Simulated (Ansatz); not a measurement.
## What a trial cell of ZnCd₃Ni relaxes into

These are results of DFT r2SCAN, scalar-relativistic, plane waves, PAW in Ansatz 0.2.0, not measurements. Cutoff 500 eV, Γ-centred k mesh, Gaussian smearing, no spin polarisation in the final step.

The start puts ZnCd₃Ni on the cubic perovskite structure type (Pm-3m, No. 221), with Zn in place of Sr, Ni in place of Ti, Cd in place of O, at a guessed volume.

```
Zn Cd Ni
1.0
     4.48818    0.00000    0.00000
     0.00000    4.48818    0.00000
     0.00000    0.00000    4.48818
Zn Cd Ni
1 3 1
Cartesian
  0.0000 0.0000 0.0000
  0.0000 2.2441 2.2441
  2.2441 0.0000 2.2441
  2.2441 2.2441 0.0000
  2.2441 2.2441 2.2441
```

Steps on the 4×4×4 mesh (5 atoms). 6 of 6 steps are shown, and the free energy counts from the last. Trial steps that were taken back and renewals of the plane-wave basis can be among the rows.

| step | ΔF (meV/atom) | V (Å³/atom) | P (GPa) |
| --- | --- | --- | --- |
| 1 | 272.2 | 18.08 | 22.10 |
| 2 | 43.9 | 20.86 | 6.26 |
| 3 | 10.8 | 22.20 | 2.10 |
| 4 | 5.4 | 22.95 | 0.52 |
| 5 | 5.1 | 23.24 | 0.07 |
| 6 | 0.0 | 23.24 | 0.14 |

A final relaxation ran on a 8×8×8 mesh. The relaxed crystal, Pm-3m (No. 221):

Space group Pm-3m (No. 221). a = 4.897 Å, b = 4.897 Å, c = 4.897 Å, α = 90.00°, β = 90.00°, γ = 90.00°
```tsv
atom	site	symmetry	x	y	z
Zn	1a	m-3m	0.0000	0.0000	0.0000
Cd	3c	4/mm.m	0.0000	0.5000	0.5000
Ni	1b	m-3m	0.5000	0.5000	0.5000
```

* Volume per atom: 23.49 Å³
* Density: 6.52 g/cm³
* Energy over the elements: 0.37 eV/atom
* Gap on the 8×8×8 mesh: 0 eV (a metal)

The zero of energy is the elements' standard structures at the same level; no fitted shifts are applied.

The final run used a 8×8×8 mesh on its 5-atom cell and 0.10 eV smearing. For metals, differences of a few meV/atom aren't resolved.

Symmetry constrained the relaxation, so the result can be a saddle point.

Cost: 3 runs of about 3.3 core-minutes in all, on Arm Neoverse V2 (shared hosts).